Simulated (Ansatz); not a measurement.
# CHSi (quartet): B2PLYP, RPA-PBE over vertical spin and charge gaps, 6-31G

Aim: run CHSi (quartet) with these functionals over vertical spin and charge gaps, and hold them against the top wave-function level at the same points.

Program: Ansatz 0.2.0, Gaussian basis. Level of theory: 6-31G, all electrons in the functionals, frozen cores in the correlation of double hybrids and RPA. These are calculated values, not measurements.

To be run: B2PLYP, RPA-PBE, at charge 0, quartet; charge 0, doublet; charge 0, sextet; charge 1, triplet; charge 1, quintet.

14 further runs of the same task are left out: 5 that didn't finish, 9 set aside as unsound or not needed.

### Step 1. The system

The geometry is a PBE0/def2-TZVP stationary point (not a proven minimum).

3 atoms, charge 0, spin multiplicity 4.

Atoms are counted from 1 here; the program's logs count them from 0.

Bond lengths: Si1–C2 1.840 Å, Si1–H3 1.533 Å. Angles: C2–Si1–H3 97.9°.

Coordinates:

```xyz
3

Si    0.0000   -0.0832    0.5272
C     0.0000    0.0762   -1.3058
H     0.0000    1.4109    0.8685
```

No dispersion term is added.

The geometry shown and the zero of energy belong to the point charge 0, quartet. The yardstick, FCI, and other wave-function levels (R restricted, U unrestricted, valence and pair active spaces) come from earlier runs.

### Step 2. B2PLYP, charge 0, quartet

in.yaml reads:

```yaml
crystal:
  periodic: [false, false, false]
  atoms:
    - {symbol: Si, position_ang: [0.000000, -0.083231, 0.527232]}
    - {symbol: C, position_ang: [0.000000, 0.076222, -1.305753]}
    - {symbol: H, position_ang: [0.000000, 1.410897, 0.868536]}
basis:
  gaussian: {orbitals: 6-31G}
magnetization: {spin_polarized: true, initial_magnetization: 3}
hamiltonian: {xc: {name: B2PLYP}}
correlation: {electrons: outside_noble_gas}
```

Run with:

```bash
$ ansatz run in.yaml --threads 1 --pin off --events-out ev --progress --plain --max-ram 2393MiB
```

Standard output:

```text
Functional definition: B2PLYP
  name "B2PLYP"
  cite "Grimme, J. Chem. Phys. 124, 034108 (2006) doi:10.1063/1.2148954"
  cite "Becke, Phys. Rev. A 38, 3098 (1988) doi:10.1103/PhysRevA.38.3098"
  cite "Lee, Yang & Parr, Phys. Rev. B 37, 785 (1988) doi:10.1103/PhysRevB.37.785"
  parameter a = 0.53
  parameter c = 0.27
  exchange = (1 - a)*b88_x + a*exact_x
  correlation = (1 - c)*lyp_c + c*(mp2_os + mp2_ss)
299 factors; integrals over basis functions are off by at most 2.1e-4 eV
mean field evaluation 1: about -8915.1743 eV, gradient 1.0e1 eV
mean field evaluation 2: about -8915.1757 eV, gradient 1.0e1 eV
mean field evaluation 4: about -8916.1895 eV, gradient 1.3e0 eV
mean field evaluation 8: about -8916.3162 eV, gradient 1.7e-1 eV
mean field evaluation 16: about -8916.3181 eV, gradient 9.8e-5 eV
mean field -8916.31810227 eV, -327.6686465608 hartree, gradient 6.1e-6 eV, S^2 3.761542; 2 other end points of the search recorded, 0 dependent functions left out
6 core orbitals not correlated: weight in the atoms' cores, before any rotation towards them, 1.000 or more for the frozen orbitals, at most 0.000 for the correlated occupied ones
reference -8916.31821550 eV, -327.6686507221 hartree; 6, 3 occupied and 12, 15 virtual orbitals, 299 factors
second order -2.87994558 eV of doubles, -0.00000000 eV of singles
Total energy: -8917.09580081 eV, -327.6972264550 hartree
```

Run time: 0.72 s. Hardware: 1 thread of Arm Neoverse V2, shared host.

From the report: ⟨S²⟩ of the determinant 3.762 (pure quartet: 3.75).

### Step 3. B2PLYP, charge 0, doublet

in.yaml, as its differences from that of step 2:

```diff
@@ -8,3 +8,3 @@
   gaussian: {orbitals: 6-31G}
-magnetization: {spin_polarized: true, initial_magnetization: 3}
+magnetization: {spin_polarized: true, initial_magnetization: 1}
 hamiltonian: {xc: {name: B2PLYP}}
```

The command is unchanged.

Standard output, cut to the lines that bear on the results:

```text
Functional definition: B2PLYP
  name "B2PLYP"
  cite "Grimme, J. Chem. Phys. 124, 034108 (2006) doi:10.1063/1.2148954"
  cite "Becke, Phys. Rev. A 38, 3098 (1988) doi:10.1103/PhysRevA.38.3098"
  cite "Lee, Yang & Parr, Phys. Rev. B 37, 785 (1988) doi:10.1103/PhysRevB.37.785"
[...]
299 factors; integrals over basis functions are off by at most 2.1e-4 eV
[...]
mean field -8916.34963805 eV, -327.6698054796 hartree, gradient 5.9e-6 eV, S^2 1.358728; 9 other end points of the search recorded, 0 dependent functions left out
6 core orbitals not correlated: weight in the atoms' cores, before any rotation towards them, 1.000 or more for the frozen orbitals, at most 0.000 for the correlated occupied ones
reference -8916.34975015 eV, -327.6698095990 hartree; 5, 4 occupied and 13, 14 virtual orbitals, 299 factors
second order -3.60472120 eV of doubles, -0.00000000 eV of singles
Total energy: -8917.32302487 eV, -327.7055767853 hartree
```

Wall time 3.5 s (1 thread of Arm Neoverse V2, shared host).

From the report: ⟨S²⟩ of the determinant 1.359 (pure doublet: 0.75). The determinant is far from a pure spin state, so its energy mixes those of several spin states (harmless only where they are near-degenerate, as at dissociation).

From charge 0, quartet: -0.227 eV.

### Step 4. B2PLYP, charge 0, sextet

in.yaml, as its differences from that of step 3:

```diff
@@ -8,3 +8,3 @@
   gaussian: {orbitals: 6-31G}
-magnetization: {spin_polarized: true, initial_magnetization: 1}
+magnetization: {spin_polarized: true, initial_magnetization: 5}
 hamiltonian: {xc: {name: B2PLYP}}
```

Same command.

Standard output, cut to the lines that bear on the results:

```text
Functional definition: B2PLYP
  name "B2PLYP"
  cite "Grimme, J. Chem. Phys. 124, 034108 (2006) doi:10.1063/1.2148954"
  cite "Becke, Phys. Rev. A 38, 3098 (1988) doi:10.1103/PhysRevA.38.3098"
  cite "Lee, Yang & Parr, Phys. Rev. B 37, 785 (1988) doi:10.1103/PhysRevB.37.785"
[...]
299 factors; integrals over basis functions are off by at most 2.1e-4 eV
[...]
mean field -8913.89587425 eV, -327.5796313232 hartree, gradient 3.9e-6 eV, S^2 8.753452; 0 other end points of the search recorded, 0 dependent functions left out
6 core orbitals not correlated: weight in the atoms' cores, before any rotation towards them, 1.000 or more for the frozen orbitals, at most 0.000 for the correlated occupied ones
reference -8913.89599624 eV, -327.5796358062 hartree; 7, 2 occupied and 11, 16 virtual orbitals, 299 factors
second order -1.87979754 eV of doubles, -0.00000000 eV of singles
Total energy: -8914.40354158 eV, -327.5982877533 hartree
```

It took 0.54 s on 1 thread of Arm Neoverse V2, shared host.

From the report: ⟨S²⟩ of the determinant 8.753 (pure sextet: 8.75).

From charge 0, quartet: +2.692 eV.

### Step 5. B2PLYP, charge 1, triplet

in.yaml, as its differences from that of step 4:

```diff
@@ -8,3 +8,4 @@
   gaussian: {orbitals: 6-31G}
-magnetization: {spin_polarized: true, initial_magnetization: 5}
+total_charge: 1
+magnetization: {spin_polarized: true, initial_magnetization: 2}
 hamiltonian: {xc: {name: B2PLYP}}
```

Launched as before.

Standard output, cut to the lines that bear on the results:

```text
Functional definition: B2PLYP
  name "B2PLYP"
  cite "Grimme, J. Chem. Phys. 124, 034108 (2006) doi:10.1063/1.2148954"
  cite "Becke, Phys. Rev. A 38, 3098 (1988) doi:10.1103/PhysRevA.38.3098"
  cite "Lee, Yang & Parr, Phys. Rev. B 37, 785 (1988) doi:10.1103/PhysRevB.37.785"
[...]
299 factors; integrals over basis functions are off by at most 2.1e-4 eV
[...]
mean field -8907.79656455 eV, -327.3554858257 hartree, gradient 1.4e-6 eV, S^2 2.359551; 11 other end points of the search recorded, 0 dependent functions left out
6 core orbitals not correlated: weight in the atoms' cores, before any rotation towards them, 1.000 or more for the frozen orbitals, at most 0.000 for the correlated occupied ones
reference -8907.79667941 eV, -327.3554900468 hartree; 5, 3 occupied and 13, 15 virtual orbitals, 299 factors
second order -3.24590159 eV of doubles, -0.00000000 eV of singles
Total energy: -8908.67307284 eV, -327.3876969112 hartree
```

Run time: 1.9 s. Hardware: 1 thread of Arm Neoverse V2, shared host.

From the report: ⟨S²⟩ of the determinant 2.360 (pure triplet: 2.00).

From charge 0, quartet: +8.423 eV.

### Step 6. B2PLYP, charge 1, quintet

in.yaml, as its differences from that of step 5:

```diff
@@ -9,3 +9,3 @@
 total_charge: 1
-magnetization: {spin_polarized: true, initial_magnetization: 2}
+magnetization: {spin_polarized: true, initial_magnetization: 4}
 hamiltonian: {xc: {name: B2PLYP}}
```

The command is unchanged.

Standard output, cut to the lines that bear on the results:

```text
Functional definition: B2PLYP
  name "B2PLYP"
  cite "Grimme, J. Chem. Phys. 124, 034108 (2006) doi:10.1063/1.2148954"
  cite "Becke, Phys. Rev. A 38, 3098 (1988) doi:10.1103/PhysRevA.38.3098"
  cite "Lee, Yang & Parr, Phys. Rev. B 37, 785 (1988) doi:10.1103/PhysRevB.37.785"
[...]
299 factors; integrals over basis functions are off by at most 2.1e-4 eV
[...]
mean field -8906.87024844 eV, -327.3214443367 hartree, gradient 2.0e-6 eV, S^2 6.006783; 0 other end points of the search recorded, 0 dependent functions left out
6 core orbitals not correlated: weight in the atoms' cores, before any rotation towards them, 1.000 or more for the frozen orbitals, at most 0.000 for the correlated occupied ones
reference -8906.87036357 eV, -327.3214485676 hartree; 6, 2 occupied and 12, 16 virtual orbitals, 299 factors
second order -2.27790978 eV of doubles, -0.00000000 eV of singles
Total energy: -8907.48539921 eV, -327.3440507104 hartree
```

Run time: 0.57 s. Hardware: 1 thread of Arm Neoverse V2, shared host.

From the report: ⟨S²⟩ of the determinant 6.007 (pure quintet: 6.00).

From charge 0, quartet: +9.610 eV.

### Step 7. RPA-PBE, charge 0, quartet

in.yaml reads:

```yaml
crystal:
  periodic: [false, false, false]
  atoms:
    - {symbol: Si, position_ang: [0.000000, -0.083231, 0.527232]}
    - {symbol: C, position_ang: [0.000000, 0.076222, -1.305753]}
    - {symbol: H, position_ang: [0.000000, 1.410897, 0.868536]}
basis:
  gaussian: {orbitals: 6-31G}
magnetization: {spin_polarized: true, initial_magnetization: 3}
hamiltonian: {xc: {name: PBE}}
correlation: {method: rpa, electrons: outside_noble_gas}
```

The command is unchanged.

Standard output, cut to the lines that bear on the results:

```text
Functional definition: PBE
  name "PBE"
  cite "Perdew, Burke & Ernzerhof, Phys. Rev. Lett. 77, 3865 (1996) doi:10.1103/PhysRevLett.77.3865"
  parent pbe
[...]
299 factors; integrals over basis functions are off by at most 2.1e-4 eV
[...]
mean field -8916.94850805 eV, -327.6918135462 hartree, gradient 1.8e-6 eV, S^2 3.753568; 9 other end points of the search recorded, 0 dependent functions left out
6 core orbitals not correlated: weight in the atoms' cores, before any rotation towards them, 1.000 or more for the frozen orbitals, at most 0.000 for the correlated occupied ones
reference -8900.83456218 eV, -327.0996369578 hartree; 6, 3 occupied and 12, 15 virtual orbitals, 299 factors
Total energy: -8906.27772833 eV, -327.2996696243 hartree
```

Wall time 2 s (1 thread of Arm Neoverse V2, shared host).

From the report: ⟨S²⟩ of the determinant 3.754 (pure quartet: 3.75).

### Step 8. RPA-PBE, charge 0, doublet

in.yaml, as its differences from that of step 7:

```diff
@@ -8,3 +8,3 @@
   gaussian: {orbitals: 6-31G}
-magnetization: {spin_polarized: true, initial_magnetization: 3}
+magnetization: {spin_polarized: true, initial_magnetization: 1}
 hamiltonian: {xc: {name: PBE}}
```

Launched as before.

Standard output, cut to the lines that bear on the results:

```text
Functional definition: PBE
  name "PBE"
  cite "Perdew, Burke & Ernzerhof, Phys. Rev. Lett. 77, 3865 (1996) doi:10.1103/PhysRevLett.77.3865"
  parent pbe
[...]
299 factors; integrals over basis functions are off by at most 2.1e-4 eV
[...]
mean field -8917.58058789 eV, -327.7150420517 hartree, gradient 2.1e-6 eV, S^2 0.764555; 13 other end points of the search recorded, 0 dependent functions left out
6 core orbitals not correlated: weight in the atoms' cores, before any rotation towards them, 1.000 or more for the frozen orbitals, at most 0.000 for the correlated occupied ones
reference -8899.53080359 eV, -327.0517247135 hartree; 5, 4 occupied and 13, 14 virtual orbitals, 299 factors
Total energy: -8906.93830957 eV, -327.3239455371 hartree
```

Wall time 3.9 s (1 thread of Arm Neoverse V2, shared host).

From the report: ⟨S²⟩ of the determinant 0.765 (pure doublet: 0.75).

From charge 0, quartet: -0.661 eV.

### Step 9. RPA-PBE, charge 0, sextet

in.yaml, as its differences from that of step 8:

```diff
@@ -8,3 +8,3 @@
   gaussian: {orbitals: 6-31G}
-magnetization: {spin_polarized: true, initial_magnetization: 1}
+magnetization: {spin_polarized: true, initial_magnetization: 5}
 hamiltonian: {xc: {name: PBE}}
```

Launched as before.

Standard output, cut to the lines that bear on the results:

```text
Functional definition: PBE
  name "PBE"
  cite "Perdew, Burke & Ernzerhof, Phys. Rev. Lett. 77, 3865 (1996) doi:10.1103/PhysRevLett.77.3865"
  parent pbe
[...]
299 factors; integrals over basis functions are off by at most 2.1e-4 eV
[...]
mean field -8914.06465082 eV, -327.5858337476 hartree, gradient 3.0e-6 eV, S^2 8.751057; 0 other end points of the search recorded, 0 dependent functions left out
6 core orbitals not correlated: weight in the atoms' cores, before any rotation towards them, 1.000 or more for the frozen orbitals, at most 0.000 for the correlated occupied ones
reference -8899.89184263 eV, -327.0649926534 hartree; 7, 2 occupied and 11, 16 virtual orbitals, 299 factors
Total energy: -8903.59100125 eV, -327.2009342251 hartree
```

It took 0.51 s on 1 thread of Arm Neoverse V2, shared host.

From the report: ⟨S²⟩ of the determinant 8.751 (pure sextet: 8.75).

From charge 0, quartet: +2.687 eV.

### Step 10. RPA-PBE, charge 1, triplet

in.yaml, as its differences from that of step 9:

```diff
@@ -8,3 +8,4 @@
   gaussian: {orbitals: 6-31G}
-magnetization: {spin_polarized: true, initial_magnetization: 5}
+total_charge: 1
+magnetization: {spin_polarized: true, initial_magnetization: 2}
 hamiltonian: {xc: {name: PBE}}
```

Same command.

Standard output, cut to the lines that bear on the results:

```text
Functional definition: PBE
  name "PBE"
  cite "Perdew, Burke & Ernzerhof, Phys. Rev. Lett. 77, 3865 (1996) doi:10.1103/PhysRevLett.77.3865"
  parent pbe
[...]
299 factors; integrals over basis functions are off by at most 2.1e-4 eV
[...]
mean field -8908.57235524 eV, -327.3839956080 hartree, gradient 1.5e-6 eV, S^2 2.017401; 3 other end points of the search recorded, 0 dependent functions left out
6 core orbitals not correlated: weight in the atoms' cores, before any rotation towards them, 1.000 or more for the frozen orbitals, at most 0.000 for the correlated occupied ones
reference -8892.05110586 eV, -326.7768508915 hartree; 5, 3 occupied and 13, 15 virtual orbitals, 299 factors
Total energy: -8898.40878132 eV, -327.0104911556 hartree
```

Wall time 1.1 s (1 thread of Arm Neoverse V2, shared host).

From the report: ⟨S²⟩ of the determinant 2.017 (pure triplet: 2.00).

From charge 0, quartet: +7.869 eV.

### Step 11. RPA-PBE, charge 1, quintet

in.yaml, as its differences from that of step 10:

```diff
@@ -9,3 +9,3 @@
 total_charge: 1
-magnetization: {spin_polarized: true, initial_magnetization: 2}
+magnetization: {spin_polarized: true, initial_magnetization: 4}
 hamiltonian: {xc: {name: PBE}}
```

Launched as before.

Standard output, cut to the lines that bear on the results:

```text
Functional definition: PBE
  name "PBE"
  cite "Perdew, Burke & Ernzerhof, Phys. Rev. Lett. 77, 3865 (1996) doi:10.1103/PhysRevLett.77.3865"
  parent pbe
[...]
299 factors; integrals over basis functions are off by at most 2.1e-4 eV
[...]
mean field -8907.07989924 eV, -327.3291488615 hartree, gradient 9.3e-6 eV, S^2 6.001649; 5 other end points of the search recorded, 0 dependent functions left out
6 core orbitals not correlated: weight in the atoms' cores, before any rotation towards them, 1.000 or more for the frozen orbitals, at most 0.000 for the correlated occupied ones
reference -8892.61061038 eV, -326.7974123034 hartree; 6, 2 occupied and 12, 16 virtual orbitals, 299 factors
Total energy: -8896.90781871 eV, -326.9553317967 hartree
```

Run time: 1.3 s. Hardware: 1 thread of Arm Neoverse V2, shared host.

From the report: ⟨S²⟩ of the determinant 6.002 (pure quintet: 6.00).

From charge 0, quartet: +9.370 eV.

### Step 12. The comparison

The yardstick is full CI for this spin, exact in this basis with these frozen cores. It comes from earlier runs at the same points. Energies in eV, counted from charge 0, quartet; blanks weren't run or aren't comparable.

| level | quartet to doublet | quartet to sextet | ionisation to the triplet cation | ionisation to the quintet cation |
| --- | --- | --- | --- | --- |
| FCI | -0.661 | 2.299 | 7.864 | 9.122 |
| B2PLYP | -0.227 | 2.692 | 8.423 | 9.610 |
| RPA-PBE | -0.661 | 2.687 | 7.869 | 9.370 |

Largest miss and mean time a point (FCI took 89 s a point; shared hosts):

| level | largest miss (eV) | where | time a point |
| --- | --- | --- | --- |
| B2PLYP | +0.559 | ionisation to the triplet cation | 1.5 s |
| RPA-PBE | +0.388 | quartet to sextet | 1.7 s |

### Step 13. Results

```
                             quantity                                         value
              quartet to doublet, FCI                                     -0.661 eV
               quartet to sextet, FCI                                      2.299 eV
ionisation to the triplet cation, FCI                                      7.864 eV
ionisation to the quintet cation, FCI                                      9.122 eV
                 largest miss, B2PLYP  +0.559 eV (ionisation to the triplet cation)
                largest miss, RPA-PBE                 +0.388 eV (quartet to sextet)
```

Of the functionals, RPA-PBE keep the smallest largest miss at the points compared (at most 0.388 eV) and B2PLYP strays most (0.559 eV, at ionisation to the triplet cation). B2PLYP clearly breaks the spin symmetry at some points (⟨S²⟩ up to 0.61 above the pure value), so energy there is bought with a mixed spin. Functionals and the yardstick converge differently with the basis, so part of each miss in 6-31G is the basis.
